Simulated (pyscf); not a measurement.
# Four-centre exchange: SiH₄ + F–CH₂–SiH₃ → F–SiH₃ + H₃C–SiH₃

Gas phase, singlet surface, charge 0. Bonds broken: Si1–H13, C2–F12. Bonds formed: Si1–F12, C2–H13. Structures and frequencies: ωB97X-D3(BJ)/def2-SVP in PySCF.

Transition state (Å):

```xyz
13

Si    -1.0073    -1.1476     0.4153
C      1.1669     0.8230     0.5466
Si     0.0436     2.3000     0.2082
H     -2.2363    -0.4393    -0.0684
H     -1.1562    -1.7696     1.7694
H     -0.9706    -2.3565    -0.4854
H      2.0116     0.6371    -0.1290
H      1.4233     0.6124     1.5902
H      0.9073     3.4407    -0.2364
H     -0.8983     1.9708    -0.8927
H     -0.6650     2.6605     1.4633
F      0.6178    -0.7811    -0.2796
H     -0.4730     0.2604     1.1099
```

One imaginary mode, 893i cm⁻¹; descent along it reached the two sides named.

```json
[
 {"bond": "Si1–H13", "change": "breaks", "reactant side (Å)": "1.489", "saddle": "1.658", "product side": "3.9"},
 {"bond": "C2–F12", "change": "breaks", "reactant side (Å)": "1.393", "saddle": "1.886", "product side": "3.2"},
 {"bond": "Si1–F12", "change": "forms", "reactant side (Å)": "3.0", "saddle": "1.805", "product side": "1.635"},
 {"bond": "C2–H13", "change": "forms", "reactant side (Å)": "3.5", "saddle": "1.823", "product side": "1.102"}
]
```

Electronic energies relative to the separated reactants (kJ/mol):

| level | barrier | reaction energy | reverse barrier |
|---|---|---|---|
| ωB97X-D3(BJ)/def2-TZVP | 246.5 | -233.8 | 480.3 |
| PBE/def2-TZVP | 203.9 | -224.5 | 428.4 |
| r²SCAN/def2-TZVP | 212.1 | -238.0 | 450.1 |
| B3LYP-D3(BJ)/def2-TZVP | 226.6 | -233.2 | 459.9 |
| PBE0-D3(BJ)/def2-TZVP | 229.3 | -230.8 | 460.1 |
| M06-2X/def2-TZVP | 253.4 | -242.4 | 495.8 |
| ωB97M-D3(BJ)/def2-TZVP | 238.6 | -238.1 | 476.7 |
| HF/def2-TZVP | 337.8 | -241.0 | 578.8 |

With ωB97M-D3(BJ)/def2-TZVP energies and thermal terms (ideal gas, 1 atm, RRHO with modes under 100 cm⁻¹ raised to 100, one conformer, R ln 2 for chiral ones without a mode under 150 cm⁻¹), in kJ/mol:

| T (K) | ΔH‡ | ΔG‡ | ΔH | ΔG |
|---|---|---|---|---|
| 298 | 235.6 | 278.0 | -231.8 | -232.5 |
| 600 | 238.4 | 320.0 | -232.1 | -233.1 |
| 900 | 241.9 | 360.1 | -232.6 | -233.5 |
| 1200 | 245.2 | 399.0 | -233.2 | -233.8 |

From the product side, CH₃• + SiH₃• + F–SiH₃ lies, by one bond made or cut, 82.0 kJ/mol under this saddle at ωB97M-D3(BJ)/def2-TZVP. One saddle was located; it need not be the lowest between these sides.
